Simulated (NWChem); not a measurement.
System: SiH2 cation, doublet; SMILES of the neutral closed-shell parent [SiH2]

NWChem input:

```
start job
memory heap 200 mb stack 900 mb global 1100 mb
charge 1
geometry units angstroms
  Si     0.000000     0.000000     0.178111
  H      1.289026     0.000000    -0.570398
  H     -1.289026     0.000000    -0.570398
end
basis spherical
  * library def2-tzvp
end
dft
  odft
  mult 2
  xc becke88 perdew86
  iterations 150
end
driver
  maxiter 120
end
task dft optimize
task dft freq
```

Output (shortened):

```
             Northwest Computational Chemistry Package (NWChem) 7.3.0
             --------------------------------------------------------

 C2V symmetry detected

                             Geometry "geometry" -> ""
                             -------------------------

 Output coordinates in angstroms (scale by  1.889725989 to convert to a.u.)

  No.       Tag          Charge          X              Y              Z
 ---- ---------------- ---------- -------------- -------------- --------------
    1 Si                  14.0000     0.00000000     0.00000000     0.09356363
    2 H                    1.0000     1.28902600     0.00000000    -0.65494538
    3 H                    1.0000    -1.28902600     0.00000000    -0.65494538

 Effective nuclear repulsion energy (a.u.)      10.1456075166

      Symmetry information
      --------------------

 Group name             C2v
 Group number             16
 Group order               4
 No. of unique centers     2

                                Z-matrix (autoz)
                                --------

 Units are Angstrom for bonds and degrees for angles

      Type          Name      I     J     K     L     M      Value
      ----------- --------  ----- ----- ----- ----- ----- ----------
    1 Stretch                  1     2                       1.49059
    2 Stretch                  1     3                       1.49059
    3 Bend                     2     1     3               119.71442

  perdew86 is a nonlocal functional; adding perdew81 local functional.

                           NWChem Geometry Optimization
                           ----------------------------

 maximum gradient threshold         (gmax) =   0.000450
 rms gradient threshold             (grms) =   0.000300
 maximum cartesian step threshold   (xmax) =   0.001800
 rms cartesian step threshold       (xrms) =   0.001200
 fixed trust radius                (trust) =   0.300000
 source of zmatrix                         =   autoz

          -------------------
          Energy Minimization
          -------------------

 Using diagonal initial Hessian
 Scaling for Hessian diagonals: bonds = 1.00  angles = 0.25  torsions = 0.10

          --------
          Step   0

                                 NWChem DFT Module
                                 -----------------

[...]

      ----------------------
      Optimization converged
      ----------------------

  Step       Energy      Delta E   Gmax     Grms     Xrms     Xmax
  ---- ---------------- -------- -------- -------- -------- --------
@    2    -290.31027542 -1.8D-07  0.00003  0.00002  0.00027  0.00067
                                     ok       ok       ok       ok

                                Z-matrix (autoz)
                                --------

 Units are Angstrom for bonds and degrees for angles

      Type          Name      I     J     K     L     M      Value     Gradient
      ----------- --------  ----- ----- ----- ----- ----- ---------- ----------
    1 Stretch                  1     2                       1.50339    0.00000
    2 Stretch                  1     3                       1.50339    0.00000
    3 Bend                     2     1     3               119.48879    0.00003

                         Geometry "geometry" -> "geometry"
                         ---------------------------------

 Output coordinates in angstroms (scale by  1.889725989 to convert to a.u.)

  No.       Tag          Charge          X              Y              Z
 ---- ---------------- ---------- -------------- -------------- --------------
    1 Si                  14.0000     0.00000000     0.00000000     0.09955352
    2 H                    1.0000     1.29860415     0.00000000    -0.65794032
    3 H                    1.0000    -1.29860415     0.00000000    -0.65794032

 Effective nuclear repulsion energy (a.u.)      10.0594757552

      Symmetry information
      --------------------

 Group name             C2v
 Group number             16
 Group order               4
 No. of unique centers     2

[...]

 Rotational Constants
 --------------------
 A=  15.625738 cm-1  ( 22.481448 K)
 B=   4.959426 cm-1  (  7.135348 K)
 C=   3.764589 cm-1  (  5.416283 K)

 Temperature                      =   298.15K
 frequency scaling parameter      =   1.0000

 Zero-Point correction to Energy  =    7.289 kcal/mol  (  0.011615 au)
 Thermal correction to Energy     =    9.103 kcal/mol  (  0.014507 au)
 Thermal correction to Enthalpy   =    9.695 kcal/mol  (  0.015450 au)

 Total Entropy                    =   49.262 cal/mol-K
   - Translational                =   36.112 cal/mol-K (mol. weight =  29.9926)
   - Rotational                   =   12.995 cal/mol-K (symmetry #  =        2)
   - Vibrational                  =    0.155 cal/mol-K

 Cv (constant volume heat capacity) =    6.508 cal/mol-K
   - Translational                  =    2.979 cal/mol-K
   - Rotational                     =    2.979 cal/mol-K
   - Vibrational                    =    0.550 cal/mol-K

[normal modes left out]

 ----------------------------------------------------------------------------
 Normal Eigenvalue ||           Projected Infra Red Intensities
  Mode   [cm**-1]  || [atomic units] [(debye/angs)**2] [(KM/mol)] [arbitrary]
 ------ ---------- || -------------- ----------------- ---------- -----------
    1       -0.000 ||    0.000937           0.022         0.914       0.604
    2       -0.000 ||    0.032911           0.759        32.083      21.188
    3        0.000 ||    0.027001           0.623        26.322      17.383
    4        0.000 ||    0.004246           0.098         4.140       2.734
    5        0.000 ||    0.004246           0.098         4.140       2.734
    6        0.000 ||    0.033353           0.769        32.514      21.473
    7      875.642 ||    0.031278           0.722        30.491      20.137
    8     2068.479 ||    0.004069           0.094         3.967       2.620
    9     2156.912 ||    0.001751           0.040         1.707       1.127
 ----------------------------------------------------------------------------
```

Level: BP86/def2-TZVP, spin-unrestricted. In the optimisation the excess spin sits in a1 (C2v, its own frame). This spin state was assumed; another may lie lower. No stability test was run on the SCF state.
